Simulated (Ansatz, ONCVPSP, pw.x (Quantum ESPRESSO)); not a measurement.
From atom to crystal: ONCV potential for Cu (Z = 29)

* Element: copper (Cu)
* Generator: ONCVPSP 4.0.1.1 (patched build)
* Type: optimised norm-conserving Vanderbilt (ONCV)
* Functional: PBEsol
* Relativity: scalar-relativistic
* Frozen core: [Ne]
* Valence charge: 19
* Reference configuration: 3s2 3p6 3d10 4s1
* Partial waves: 3s+4s: rc 1.30 bohr, ncon 4, nbas 7, qcut 11 1/bohr, 2 projectors; 3p: rc 0.90 bohr, ncon 3, nbas 7, qcut 12.4 1/bohr, 3 projectors, debl 0.6 Ha; 3d: rc 1.50 bohr, ncon 4, nbas 8, qcut 12.4 1/bohr, 1 projector; f scattering state at 0.35 Ha: rc 1.65 bohr, ncon 4, nbas 7, qcut 7 1/bohr, 2 projectors, debl 3.7 Ha
* Local potential: polynomial inside 0.85 bohr (lpopt 4, dvloc0 0 Ha)
* Core correction: none

In the p channel the program set the typed energies aside and used -2.646, 0.250, 0.850 Ha.

Crystal test: sc Cu in pw.x 7.5, no spin, 14³ k-points, Fermi–Dirac smearing 0.01 Ry, cutoffs 140/560 Ry. The reference is all-electron LAPW (Ansatz 0.2.0) with the same functional, mesh and smearing; V0 and B0 come from Birch–Murnaghan fits to the pressures at five volumes. Errors are pseudo minus all-electron; Δ is the rms difference of the E(V) curves that follow from these fits, minima aligned, over ±6 % about the mean V0. Mesh and smearing are coarse, so the numbers serve the comparison and aren't converged zero-temperature values; the lattice is a test structure that the element need not adopt.

All-electron: a0 = 2.360 Å (V0 = 13.15 Å³/atom), B0 = 123.4 GPa.

How far does the potential miss the all-electron equation of state?

mean pressure error (GPa): +7.00; a0 (Å): 2.392; a0 error (%): +1.36; B0 error (%): +9.7; Δ (meV/atom): 16.8. This is a poor potential for the solid. Atomic configuration tests: 1 of 4 tests not solved or not reliable.

```csv
V (Å³/atom),P all-electron (GPa),P pseudo (GPa)
12.499,7.05,17.80
12.828,3.21,11.84
13.157,-0.11,6.29
13.486,-2.96,1.90
13.815,-5.42,-1.07
```

At the middle volume, how do free energy and pressure move when the wave cutoff is lowered (ecutrho kept at four times it)?

```
cutoff (Ry)  shift of F (meV/atom)  shift of P (GPa)
         63               +37162.3          -1732.56
         84                +4152.9           -336.91
        112                  +75.5            -11.96
```

The run at the middle volume (120 k-points, 9 iterations) took about 62 s on one core of a shared host (Neoverse-V1, 64 threads, 495 GiB, load 12).
